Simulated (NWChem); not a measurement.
Molecule: difluoromethane (CH$_{2}$F$_{2}$); SMILES C(F)F

All runs: NWChem. The geometry was optimised at PBE0/def2-SVP. Level: PBE0/def2-SVP with SMD (1 M gas to 1 M solution), gas-phase geometry.

For solvent n-hexane:

- cavity-dispersion-structure term (kcal/mol) = 0.6
- dipole in solution (D) = 1.96

Q: What are these values for solvent water?

A: The cavity-dispersion-structure term (kcal/mol) comes out as 3.3 and the dipole in solution (D) is 2.16.
